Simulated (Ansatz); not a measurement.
Cost and result for the atomization energy of C$_{3}$H$_{8}$N$_{2}$ (`N[C@H]1C[C@@H]1N`) (13 atoms, 13 bonds).

Z-matrix (Å, degrees):
```
C
C 1 1.507
C 1 1.488 2 60.3
N 1 1.434 2 123.5 3 107.7
H 1 1.085 2 115.3 3 -104.8
H 2 1.084 1 117.8 3 -107.2
H 2 1.083 1 118.1 3 106.1
N 3 1.430 1 117.9 2 -107.4
H 3 1.093 1 114.7 2 106.0
H 4 1.012 1 110.8 2 -47.8
H 4 1.013 1 110.7 2 70.8
H 8 1.012 3 111.1 1 153.8
H 8 1.012 3 111.1 1 -86.0
```

The species carries charge 0 and has multiplicity 1. The geometry is a stationary point of PBE0-D4/def2-TZVP. It is one conformer, not always the lowest. Program: Ansatz. All runs use 4 threads of an Arm Neoverse V1 on a shared host. Times are those of one run each, without the atoms' runs, and a repeat can differ threefold. Electronic energies, without spin–orbit coupling; frozen cores. CCSD(T)/CBS adds CCSD(T) − MP2 in def2-TZVPP to the MP2 limit, and its time is that of the two runs behind it. T1 = 0.009. B3LYP takes the VWN-RPA correlation (the form of Gaussian; ORCA's B3LYP/G).

CCSD(T)/CBS is a level of theory with its own doubt, some kJ/mol a heavy atom from the limit and from the frozen cores, so smaller differences don't rank the functionals.

| level | functions | wall time | atomization (kJ/mol) | difference from CCSD(T)/CBS | per bond |
| --- | --- | --- | --- | --- | --- |
| PBE-D4/def2-TZVPP (with forces) | 267 | 2.9 s | 5124.7 | 158.1 | 12.2 |
| PBE0-D4/def2-TZVPP | 267 | 2.9 s | 5022.4 | 55.8 | 4.3 |
| B3LYP-D4/def2-TZVPP (with forces) | 267 | 4.9 s | 4990.6 | 24.0 | 1.8 |
| r2SCAN-D4/def2-TZVPP (with forces) | 267 | 5 s | 4967.5 | 0.9 | 0.1 |
| B2PLYP/def2-TZVPP | 267 | 6.5 s | 4927.3 | -39.3 | -3.0 |
| ωB97X-V/def2-TZVPP | 267 | 8 s | 4999.8 | 33.2 | 2.6 |
| ωB97M-V/def2-TZVPP (with forces) | 267 | 12 s | 5001.6 | 35.0 | 2.7 |
| MP2/def2-QZVPP | 525 | 30 s | 4982.7 | 16.1 | 1.2 |
| CCSD(T)/def2-TZVPP | 267 | 3.4 min | 4827.5 | -139.1 | -10.7 |
| CCSD(T)/CBS(def2) | – | 3.9 min | 4966.6 | 0.0 | 0.0 |

The D4 term adds +34.7 kJ/mol with B3LYP and +18.2 kJ/mol with PBE0; it sums over pairs of atoms, weighted by their polarisabilities, and B3LYP, whose exchange is more repulsive, gets the larger term. In def2-TZVPP, CCSD(T) changes the Hartree–Fock value by +1360.1 kJ/mol (the triples alone add +76.9 kJ/mol) and MP2 by +1432.9 kJ/mol; breaking electron pairs costs correlation energy, which Hartree–Fock lacks. From PBE to PBE0 (25 % exact exchange), in def2-TZVPP and without D4, the atomization energy moves by −98.6 kJ/mol: exact exchange takes away binding that semilocal exchange gives to molecules.
